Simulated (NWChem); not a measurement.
Molecule: methylamine (CH5N); SMILES CN

Computed with NWChem. Pople sets run with spherical d functions. Each level has its own optimisation; frequencies are unscaled.

```json
[
 {"level": "Hartree-Fock/STO-3G", "r C–N (Å)": "1.486", "r H–N (Å)": "1.033", "highest harmonic frequency (cm⁻¹)": "4085", "lowest (cm⁻¹)": "355", "zero-point energy (kcal/mol)": "47.4", "dipole (D)": "1.62"},
 {"level": "Hartree-Fock/3-21G", "r C–N (Å)": "1.471", "r H–N (Å)": "1.003", "highest harmonic frequency (cm⁻¹)": "3774", "lowest (cm⁻¹)": "317", "zero-point energy (kcal/mol)": "42.7", "dipole (D)": "1.44"},
 {"level": "Hartree-Fock/6-31G*", "r C–N (Å)": "1.453", "r H–N (Å)": "1.002", "highest harmonic frequency (cm⁻¹)": "3807", "lowest (cm⁻¹)": "341", "zero-point energy (kcal/mol)": "43.2", "dipole (D)": "1.53"},
 {"level": "B3LYP/6-31G*", "r C–N (Å)": "1.465", "r H–N (Å)": "1.018", "highest harmonic frequency (cm⁻¹)": "3552", "lowest (cm⁻¹)": "331", "zero-point energy (kcal/mol)": "40.4", "dipole (D)": "1.46"},
 {"level": "LDA (Slater exchange, VWN5)/def2-SVP", "r C–N (Å)": "1.436", "r H–N (Å)": "1.028", "highest harmonic frequency (cm⁻¹)": "3516", "lowest (cm⁻¹)": "325", "zero-point energy (kcal/mol)": "38.7", "dipole (D)": "1.28"},
 {"level": "PBE/def2-SVP", "r C–N (Å)": "1.459", "r H–N (Å)": "1.028", "highest harmonic frequency (cm⁻¹)": "3484", "lowest (cm⁻¹)": "328", "zero-point energy (kcal/mol)": "38.9", "dipole (D)": "1.31"},
 {"level": "BLYP/def2-SVP", "r C–N (Å)": "1.471", "r H–N (Å)": "1.030", "highest harmonic frequency (cm⁻¹)": "3431", "lowest (cm⁻¹)": "325", "zero-point energy (kcal/mol)": "38.7", "dipole (D)": "1.30"},
 {"level": "PBE0/def2-SVP", "r C–N (Å)": "1.446", "r H–N (Å)": "1.018", "highest harmonic frequency (cm⁻¹)": "3627", "lowest (cm⁻¹)": "330", "zero-point energy (kcal/mol)": "40.3", "dipole (D)": "1.34"}
]
```
